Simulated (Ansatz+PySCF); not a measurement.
The numbers below are computed, except where a source is named.
This PySCF input gave a total energy of -154.73595 hartree.

```python
from pyscf import gto, scf

mol = gto.M(atom="""
C 0.000000 0.003950 -0.785560
C 0.000000 -0.003950 0.785560
C 0.000000 1.203260 -1.596170
C 0.000000 -1.203260 1.596170
H 0.000000 -1.054920 -1.316990
H 0.000000 1.054920 1.316990
H 0.000000 1.152890 -2.775020
H 0.000000 2.277640 -1.102720
H 0.000000 -1.152890 2.775020
H 0.000000 -2.277640 1.102720
""", basis='def2-svp', charge=0, spin=0)
mf = scf.RHF(mol)
mf.init_guess = 'minao'
mf.kernel()
while True:  # follow internal instabilities
    mo, _, stable, _ = mf.stability(return_status=True)
    if stable: break
    mf.kernel(mf.make_rdm1(mo, mf.mo_occ))
print(mf.converged, mf.e_tot, mf.spin_square()[0])
```

Q: Write an input for Ansatz with the same method and basis set.

A:

```yaml
crystal:
  periodic: [false, false, false]
  atoms:
    - { symbol: C, position_ang: [0.0, 0.00395, -0.78556] }
    - { symbol: C, position_ang: [0.0, -0.00395, 0.78556] }
    - { symbol: C, position_ang: [0.0, 1.20326, -1.59617] }
    - { symbol: C, position_ang: [0.0, -1.20326, 1.59617] }
    - { symbol: H, position_ang: [0.0, -1.05492, -1.31699] }
    - { symbol: H, position_ang: [0.0, 1.05492, 1.31699] }
    - { symbol: H, position_ang: [0.0, 1.15289, -2.77502] }
    - { symbol: H, position_ang: [0.0, 2.27764, -1.10272] }
    - { symbol: H, position_ang: [0.0, -1.15289, 2.77502] }
    - { symbol: H, position_ang: [0.0, -2.27764, 1.10272] }
basis:
  gaussian: { orbitals: def2-SVP }
hamiltonian:
  xc: hf
```

Ansatz (development build ahead of 0.2.0) gave -154.73595 hartree, 0.03 meV from the first. Caution: an unrestricted determinant lies well below.
